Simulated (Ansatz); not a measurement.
# H₂S (singlet): the correlation ladder at angle H2–S1–H3 = 125.3°, cc-pVDZ

One table from this session's results is given with a row withheld; the runs are named, their logs left out.

Computed with Ansatz 0.2.0, Gaussian basis. Level: cc-pVDZ, core rule «outside noble gas», up to 5 orbitals frozen.

The runs, in order: UHF; CCSD(T) on RHF; BCCD(T) on RHF; CISD; CCSDT(Q) on RHF; CCSDTQ on RHF; CASSCF and MRCISD+Q, 2 electrons in 2 orbitals; CASSCF and NEVPT2, 2 electrons in 2 orbitals; CASSCF and MRCISD+Q, 8 electrons in 6 orbitals; CASSCF and NEVPT2, 8 electrons in 6 orbitals; Full CI.

14 further runs of the same task are left out: 11 that didn't finish, 3 set aside as unsound or not needed. Runs told in other sessions of the task aren't counted.

### What is computed

The geometry derives from a PBE0/def2-TZVP stationary point (not a proven minimum). One angle is set to the value named; bond lengths are kept.

3 atoms, charge 0, spin multiplicity 1.

Atoms are counted from 1 here; the program's logs count them from 0.

Bond lengths: S1–H2 1.341 Å, S1–H3 1.341 Å. Angles: H2–S1–H3 125.3°.

Coordinates:

```xyz
3

S     0.0000   -0.0364    0.0000
H     0.0000    0.5797   -1.1913
H     0.0000    0.5797    1.1913
```

Set-up of the first run:

in.yaml

```yaml
crystal:
  periodic: [false, false, false]
  atoms:
    - {symbol: S, position_ang: [0.000000, -0.036447, 0.000000]}
    - {symbol: H, position_ang: [0.000000, 0.579733, -1.191270]}
    - {symbol: H, position_ang: [0.000000, 0.579729, 1.191272]}
basis:
  gaussian: {orbitals: cc-pVDZ}
magnetization: {spin_polarized: true, initial_magnetization: 0}
hamiltonian: {xc: hf}
output: {orbitals: {seedname: orbitals}}
```

Launch:

```bash
> ansatz run in.yaml --threads 1 --pin off --events-out ev --progress --plain --max-ram 2393MiB
```

Among the steps run: UHF; CCSD(T) on RHF; BCCD(T) on RHF; CISD; CCSDT(Q) on RHF; CCSDTQ on RHF; CASSCF and MRCISD+Q, 2 electrons in 2 orbitals; CASSCF and NEVPT2, 2 electrons in 2 orbitals; CASSCF and MRCISD+Q, 8 electrons in 6 orbitals; CASSCF and NEVPT2, 8 electrons in 6 orbitals; Full CI.

One of the session's tables, all rows but one given; the rest of the session is left out.

It belongs to the step «Misses and costs». 

```
          method  from FCI (kcal/mol)
             RHF              +107.78
            RMP2               +16.74
            CISD                +7.40
           RCCSD                +2.54
        RCCSD(T)                +0.45
         BCCD(T)                +0.45
          RCCSDT                +0.18
       RCCSDT(Q)                +0.02
         RCCSDTQ                    ?
     CASSCF pair               +97.73
     NEVPT2 pair               +17.36
     MRCISD pair                +6.02
   MRCISD+Q pair                -0.26
  CASSCF valence               +84.97
  NEVPT2 valence               +18.60
  MRCISD valence                +4.41
MRCISD+Q valence                -0.13
             FCI                    0
```

Estimate the missing values for RCCSDTQ.

**Answer.** from FCI (kcal/mol): +0.01. In the column «from FCI (kcal/mol)» it lies between FCI (0) and RCCSDT(Q) (+0.02).

Caveats from the session: MRCISD+Q pair, MRCISD+Q valence fall below full CI: the +Q correction isn't variational, and the cores differ from full CI's.
